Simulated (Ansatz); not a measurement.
# LiHS: a ladder of functionals and wavefunction methods

How much do the methods differ for LiHS? The plan is to run it at one geometry with functionals of several rungs and with coupled cluster, and see how far each lands from CCSD(T) at the basis-set limit for the atomisation energy.

Method: functionals in def2-TZVPP, the program's frozen cores in correlated methods; program: Ansatz 0.2.0, Gaussian basis.

The runs, in order: LDA (SPW92), PBE-D4, revPBE-D4, BLYP-D4, r2SCAN-D4, B97M-V, PBE0-D4, B3LYP-D4, r2SCANh-D4, r2SCAN0-D4, HSE06-D4, BHLYP-D4, CAM-B3LYP-D4, LC-ωPBE, ωB97X-V, ωB97M-V, B2PLYP, PBE-QIDH; CCSD(T)/def2-SVP; CCSD(T)/def2-TZVPP; CCSD(T)/def2-QZVPP; extrapolation to the limit; RPA on PBE.

### 1 Structure used throughout

All runs share one geometry, relaxed beforehand with PBE0-D4 in a triple-zeta def2 set.

SMILES `[Li][SH]`, 3 atoms, charge 0, spin multiplicity 1.

Atoms are counted from 1 here; the program's logs count them from 0.

Bond lengths: Li1–S2 2.139 Å, S2–H3 1.344 Å. Angles: Li1–S2–H3 95.8°.

As a file:

```xyz
3
HLiS
Li    1.02791   -1.07261    0.43833
S    -0.69865   -0.12168   -0.39305
H    -0.34017    1.12949   -0.05858
```

### 2 LDA

This LDA is Slater exchange with PW92 correlation.

The input, in.yaml:

```yaml
crystal:
  periodic: [false, false, false]
  atoms:
    - {symbol: Li, position_ang: [1.027913, -1.072609, 0.438332]}
    - {symbol: S, position_ang: [-0.698646, -0.121679, -0.393049]}
    - {symbol: H, position_ang: [-0.340167, 1.129488, -0.058583]}
basis:
  gaussian: {orbitals: def2-TZVPP}
hamiltonian: {xc: lda}
output: {orbitals: {seedname: orbitals}}
```

Launch:

```
$ ansatz run in.yaml --threads 2 --pin off --events-out ev --progress --plain --max-ram 32768MiB --backend cpu
```

After this run come: PBE-D4 (GGA); revPBE-D4 (GGA); BLYP-D4 (GGA); r2SCAN-D4 (meta-GGA); B97M-V (meta-GGA); B3LYP-D4 (hybrid); r2SCANh-D4 (hybrid); r2SCAN0-D4 (hybrid); HSE06-D4 (hybrid); BHLYP-D4 (hybrid); CAM-B3LYP-D4 (range-separated); LC-ωPBE (range-separated); ωB97X-V (range-separated); ωB97M-V (range-separated); B2PLYP (double hybrid); PBE-QIDH (double hybrid); CCSD(T) in def2-SVP; CCSD(T) in def2-TZVPP; CCSD(T) in def2-QZVPP; RPA on PBE orbitals.

**Question.** What will the summary of the whole plan be? Wanted: atomisation energy, CCSD(T)/CBS; farthest beyond LDA; mean size of error, GGA; mean size of error, meta-GGA; mean size of error, hybrid; mean size of error, range-separated; mean size of error, double hybrid; gap, smallest and largest; T1 diagnostic.

**Answer**, as computed:

```
                               quantity                                 value
        atomisation energy, CCSD(T)/CBS                          711.1 kJ/mol
  functionals within 3.6 kJ/mol (0.5 %)                       B97M-V, ωB97M-V
                    farthest beyond LDA               BHLYP-D4 (-37.5 kJ/mol)
                mean size of error, GGA                           23.6 kJ/mol
           mean size of error, meta-GGA                            8.3 kJ/mol
             mean size of error, hybrid                           25.5 kJ/mol
    mean size of error, range-separated                           16.9 kJ/mol
      mean size of error, double hybrid                           29.0 kJ/mol
              gap, smallest and largest  2.46 eV (BLYP-D4), 8.13 eV (LC-ωPBE)
                          T1 diagnostic                                0.0085
triples share of the correlation energy                                 3.5 %
```

What this shows: The LDA atomisation energy is off by 73.1 kJ/mol (10 %): it overbinds. PBE-D4 misses by -16.4 kJ/mol. Double hybrids carry the basis error of their MP2 part in triple zeta, and no dispersion term here, so their miss is partly the set-up's. By mean error the best rung here is meta-GGA (8.3 kJ/mol) and the worst beyond LDA is double hybrid (29.0 kJ/mol). Misses under about 3.6 kJ/mol are within the doubt on the reference itself, which lacks core-valence correlation, relativity and higher excitations. Hartree-Fock recovers 66 % of the binding; the rest is correlation. CCSD(T) in def2-SVP is off by -96.1 kJ/mol, more than most functionals: a good method in a small basis is no reference. The gap grows from 2.5 to 8.1 eV across the functionals, mostly with the share of exact exchange. Correlated methods include outer-core shells of Li, which these sets cover unevenly.
